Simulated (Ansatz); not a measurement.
`N=C=C(N)O` and `N=C=C(O)O` differ in one atom or group.

Ansatz, PBE0-D4/def2-TZVP geometries, multiplicity 1. Each molecule was computed in one conformer, which needn't be the lowest.

```
                                        property  `N=C=C(N)O`
         HOMO–LUMO gap (ωB97M-V/def2-TZVPP) / eV         9.42
           LUMO energy (ωB97M-V/def2-TZVPP) / eV         1.64
             LUMO energy (B3LYP/def2-TZVPP) / eV        -0.83
size of the dipole moment (B3LYP/def2-TZVPP) / D         0.72
            HOMO–LUMO gap (PBE0/def2-TZVPP) / eV         5.02
               HOMO energy (PBE/def2-TZVPP) / eV        -4.35
```

Q: Give the same properties after the change, and the shifts. (Best estimate.)

A: Computed: 
| property | `N=C=C(O)O` | shift |
| --- | --- | --- |
| HOMO–LUMO gap (ωB97M-V/def2-TZVPP) / eV | 9.62 | 0.20 |
| LUMO energy (ωB97M-V/def2-TZVPP) / eV | 1.51 | -0.13 |
| LUMO energy (B3LYP/def2-TZVPP) / eV | -1.02 | -0.19 |
| size of the dipole moment (B3LYP/def2-TZVPP) / D | 1.25 | 0.53 |
| HOMO–LUMO gap (PBE0/def2-TZVPP) / eV | 5.17 | 0.15 |
| HOMO energy (PBE/def2-TZVPP) / eV | -4.65 | -0.30 |

With PBE0 the HOMO falls by 0.33 eV and the LUMO falls by 0.18 eV, so the gap widens by about 0.15 eV. PBE moves the HOMO by -0.30 eV and ωB97M-V by -0.35 eV. The zero-point energy changes by -33.4 kJ/mol with -3 modes. Dipoles are sizes alone; their direction can turn.

B3LYP here is the variant with VWN-RPA as its local correlation; programs differ in this.
